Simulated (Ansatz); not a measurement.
For trigonal Te, PBE-D3(BJ) in Ansatz (plane waves, PAW) gives:

```
Item                  Result
-------------------  -------
lattice parameter a  4.314 Å
c axis length        5.971 Å
```

Q: What does HSE06 (PAW; Ansatz, a first-principles code) give for the same quantities?

A: 
- lattice constant a: 4.661 Å (goes up by 8.0 %)
- lattice parameter c: 5.808 Å (falls by 2.7 %)

For comparison: lattice constant a 4.456 Å (measured, 293 K, no zero-point or thermal correction; as tabulated in Wikipedia's data pages); lattice parameter c 5.928 Å (measured, 293 K, no zero-point or thermal correction; as tabulated in Wikipedia's data pages).

Changes are worked out from the printed values.

Unless a cell is named, each level is at its own relaxed cell (PBE-D3(BJ) 32.08, HSE06 36.42 Å³/atom).

Caveats: the cell comes from a level without a dispersion term, which matters for the spacing of layers, chains or molecules (HSE06). Ansatz's density-functional and Hartree–Fock values are scalar-relativistic unless marked +SOC, with PAW data made under PBE.
